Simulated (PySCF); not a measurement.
Zinc-blende AlN (metastable phase): correlation energy from several methods in one and the same small orbital space (PySCF; 2 atoms at the zone centre, 8 electrons in 18 orbitals, empty ones MP2 natural orbitals of a TZ basis, lattice constant set to 4.599 Å). Its volume lies 16 % above that of the crystal's usual cell. It tests the methods against each other and lies far from the crystal's limit.

Full CI gives -2.8335 eV per atom.

Question: What share of it do MP2, CCSD, CCSD(T), CCSDT, CCSDT(Q), CCSDTQ recover?

Answer: MP2 81.7 %; CCSD 97.5 %; CCSD(T) 99.2 %; CCSDT 99.5 %; CCSDT(Q) 99.9 %; CCSDTQ 100.0 %.

```tsv
method	E_corr (eV per atom)	share of full CI (%)	error (meV)
MP2	-2.3145	81.7	519
CCSD	-2.7622	97.5	71
CCSD(T)	-2.8104	99.2	23
CCSDT	-2.8187	99.5	15
CCSDT(Q)	-2.8312	99.9	2
CCSDTQ	-2.8329	100.0	1
full CI	-2.8335	100.0	0
```

The Hartree–Fock determinant has a weight of 0.87 in the full CI state.

MP2, (T) and (Q) use filled levels shifted down by the Madelung term, which in so small a cell is a large part of the gap, so these rows hang on it.
